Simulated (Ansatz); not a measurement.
Process, species as SMILES: O=C=C + H+ → C(=C)=[OH+]
B3LYP-D3(BJ)/def2-TZVP geometries, fixed; electronic energies without zero-point terms; positive where energy is released.

Basis-set convergence of the proton affinity at CCSD(T) with Ansatz (a first-principles code). Cartesian d functions, on some or all atoms, in 6-31G*, 6-31+G*; all else is spherical. Cores are frozen. The proton sits at the site shown, which need not be the one that binds it best. No added dispersion term, no relativity. Functions are those of the species that has most. Reference: Hartree-Fock in cc-pVQZ plus the correlation part extrapolated as X^-3 from cc-pVTZ and cc-pVQZ, 160.74 kcal/mol, itself unsure by roughly 0.28 kcal/mol (a third of the extrapolation step and of the last Hartree-Fock step). Deviations are taken from unrounded values.

| basis | functions | proton affinity (kcal/mol) |
|---|---|---|
| 6-31G* | 51 | 160.71 |
| 6-31+G* | 63 | 157.50 |
| cc-pVDZ | 57 | 163.43 |
| aug-cc-pVDZ | 96 | 160.51 |
| def2-SVP | 57 | 163.81 |
| def2-SVPD | 87 | 161.47 |
| pcseg-1 | 57 | 159.85 |
| aug-pcseg-1 | 96 | 160.46 |
| 6-311G** | 72 | 163.50 |
| 6-311+G** | 84 | 162.07 |
| def2-TZVP | 111 | 159.91 |
| def2-TZVPD | 141 | 159.79 |
| cc-pVTZ | 132 | 162.46 |
| aug-cc-pVTZ | 207 | 161.13 |
| pcseg-2 | 132 | 162.19 |
| aug-pcseg-2 | 207 | 161.58 |
| def2-TZVPP | 135 | 161.86 |
| def2-TZVPPD | 165 | 161.45 |
| def2-QZVPP | 261 | 161.35 |
| def2-QZVPPD | 291 | 161.25 |

What the diffuse functions change, pair by pair:
- 6-31G* to 6-31+G*: 12 more functions, deviation -0.03 to -3.24 kcal/mol
- cc-pVDZ to aug-cc-pVDZ: 39 more functions, deviation 2.69 to -0.22 kcal/mol
- def2-SVP to def2-SVPD: 30 more functions, deviation 3.07 to 0.73 kcal/mol
- pcseg-1 to aug-pcseg-1: 39 more functions, deviation -0.89 to -0.28 kcal/mol
- 6-311G** to 6-311+G**: 12 more functions, deviation 2.76 to 1.33 kcal/mol
- def2-TZVP to def2-TZVPD: 30 more functions, deviation -0.83 to -0.95 kcal/mol
- cc-pVTZ to aug-cc-pVTZ: 75 more functions, deviation 1.72 to 0.39 kcal/mol
- pcseg-2 to aug-pcseg-2: 75 more functions, deviation 1.45 to 0.84 kcal/mol
- def2-TZVPP to def2-TZVPPD: 30 more functions, deviation 1.13 to 0.71 kcal/mol
- def2-QZVPP to def2-QZVPPD: 30 more functions, deviation 0.61 to 0.51 kcal/mol

They bring the value nearer the reference by more than 0.28 kcal/mol in 7 of 10 pairs.
